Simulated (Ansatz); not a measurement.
Reaction (SMILES): FSF + 2 [H][H] (H2) → 2 F (HF) + S (H2S)
B3LYP-D3(BJ)/def2-TZVP geometries, fixed; electronic energies without zero-point terms.

Basis-set convergence of the energy of full hydrogenation at MP2 with Ansatz (a quantum-chemistry and plane-wave program). Cartesian d functions, on some or all atoms, in 6-31G**; all else is spherical. Cores are frozen. No added dispersion term, no relativity. Functions are those of the species that has most. Reference: Hartree-Fock in aug-cc-pV(5+d)Z plus the correlation part extrapolated as X^-3 from aug-cc-pV(Q+d)Z and aug-cc-pV(5+d)Z, -73.32 kcal/mol, itself unsure by roughly 0.19 kcal/mol (a third of the extrapolation step and of the last Hartree-Fock step). Deviations are taken from unrounded values.

| basis | functions | energy of full hydrogenation (kcal/mol) | minus reference (kcal/mol) |
|---|---|---|---|
| STO-3G | 19 | -19.73 | 53.59 |
| 6-31G | 31 | -70.42 | 2.89 |
| 6-31G** | 49 | -64.55 | 8.77 |
| cc-pV(D+d)Z | 51 | -81.89 | -8.57 |
| aug-pcseg-1 | 73 | -84.19 | -10.87 |
| def2-SVPD | 73 | -89.91 | -16.59 |
| aug-cc-pV(D+d)Z | 78 | -82.25 | -8.93 |
| def2-TZVPD | 126 | -71.96 | 1.36 |
| jun-cc-pV(T+d)Z | 126 | -76.53 | -3.22 |
| cc-pV(Q+d)Z | 174 | -74.05 | -0.73 |
| pcseg-3 | 184 | -73.90 | -0.58 |
| aug-pcseg-3 | 259 | -73.59 | -0.27 |
| aug-cc-pV(5+d)Z | 390 | -73.68 | -0.36 |

The smallest set listed that lies within 2 kcal/mol of the reference with all its larger relatives (same family, alike in diffuse functions; a set with none counts only in the reference's own line) is cc-pV(Q+d)Z (174 functions, -0.73 kcal/mol off). Inside the window by cancellation, since a larger relative falls out: def2-TZVPD. Inside, with no larger relative to test it: aug-pcseg-3. (Relatives not listed, tested too: def2-TZVPPD -3.31, def2-QZVPPD -2.00, cc-pV(5+d)Z -0.63, pcseg-4 -0.47 kcal/mol.)
